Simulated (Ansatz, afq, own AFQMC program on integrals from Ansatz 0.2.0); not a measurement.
# SbH⁺, quartet in def2-TZVP, levels against CCSDT(Q)

```xyz
2

Sb    0.0000    0.0000    0.0000
H     0.0000    0.0000    1.8710
```

Basis def2-TZVP with its core potentials. Only valence electrons are correlated. Integrals, coupled cluster, full CI and functionals: Ansatz 0.2.0; the random walks run on the same integrals in our own AFQMC program. The CISD trial takes its coefficients from CCSD amplitudes. Released means that phaseless walkers are propagated on without the constraint, phases kept. Error bars are statistical, one sigma. No spin–orbit coupling.

Determinant: UHF, the one that the program's search chose, which needn't be the lowest solution. The geometry is a point of a scan.

No full CI on the walks' own integrals is used here; CCSDT(Q) serves as the reference and is uncertain by about the last step of the cluster series.

Cautions: no spin-orbit coupling; inner d shell frozen; lower spins were not checked.

* T1 diagnostic: 0.0220
* weight of the determinant in the CISD state: 0.939
* ⟨S²⟩ of the determinant: 3.774
* size of the correlated space: 5 electrons in 47 orbitals

```csv
level,correlation energy (eV)
MP2,-1.4860
CCSD,-1.9327
CCSD(T),-1.9903
```

Q: Estimate where phaseless AFQMC with a CISD trial lies against CCSD(T) on the same integrals.

A: 1.7 ± 0.3 kJ/mol below CCSD(T).

Reference: CCSDT(Q), correlation energy -2.007 eV. The released energy is read at 2.40 1/Eh (meV from the phaseless value at times in 1/Eh: -1 ± 4 at 0.24, 2 ± 4 at 0.51, 2 ± 4 at 0.99, 2 ± 3 at 1.62, 7 ± 3 at 2.40).

```
         level  E − E(reference) (kJ/mol)  share of correlation (%)
       CCSD(T)                        1.6                     99.17
         CCSDT                        0.1                     99.92
   ph-AFQMC/HF                  5.7 ± 2.1                     97.03
 ph-AFQMC/CISD                 -0.1 ± 0.3                    100.07
released AFQMC                  0.5 ± 0.3                     99.72
```

A walk keeps the symmetry of its determinant, which the program's search chose and which needn't be the lowest solution, so a lower state of the same spin and another symmetry isn't excluded. Released energies are given only where the last usable release times agree within the noise; a slower fall can still hide under it.
